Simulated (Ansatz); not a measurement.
# Relative stability

Two relaxed structures of B2H2O, closed shell (PBE0-D4/def2-TZVP; forces vanish, vibrations not checked).

A:

B1  (-1.075, -0.310, -0.675)
B2  (1.114, 0.154, 0.751)
O3  (0.051, -0.072, 0.060)
H4  (-1.896, -1.041, -0.214)
H5  (-1.172, 0.228, -1.734)
(Å)

B:

```
5
angstrom
B -0.7119 -0.1452 -0.3484
B 0.6300 0.4726 0.1705
O 0.2034 -0.8127 0.4415
H -1.7437 -0.5321 -0.7826
H 1.6222 1.0174 0.5190
```

Program: Ansatz 0.2.0. Basis: def2-TZVPP. Cores are frozen in the correlated methods. B3LYP uses VWN-RPA correlation.

Question: Which structure is lower at CCSD(T), and by how much? (An estimate is asked for; the value comes from the calculation.)

Answer: By the calculation: B, by 8.08 kcal/mol (electronic energy, against the other). By their contacts, A is B₂H₂O ([B][O][BH2]) and B is B₂H₂O ([BH]1[BH][O]1).

Question: Do the other methods give the same order? (A judgement: the text doesn't fix the answer.)

Answer: The calculation gives: Not all: HF gives the other order.

| method | E(B) − E(A) (kcal/mol) |
| --- | --- |
| PBE-D4 | -16.05 |
| r2SCAN-D4 | -14.65 |
| PBE0-D4 | -14.33 |
| B3LYP-D4 | -9.34 |
| wB97M-V | -9.69 |
| HF | 2.06 |
| MP2 | -12.49 |
| CCSD | -6.64 |
| CCSD(T) | -8.08 |

No T1 diagnostic of these runs exceeds 0.015.

Labels in which every atom is bracketed show which atoms are joined, not bond orders.

For scale, one of the runs: CCSD(T)/def2-TZVPP, 121 basis functions, launched by `ansatz run in.yaml --threads 2 --pin off --events-out ev --progress --plain --max-ram 4352MiB`. The run took about 3.7 s on 2 CPU threads of an Arm Neoverse V2 (shared host).
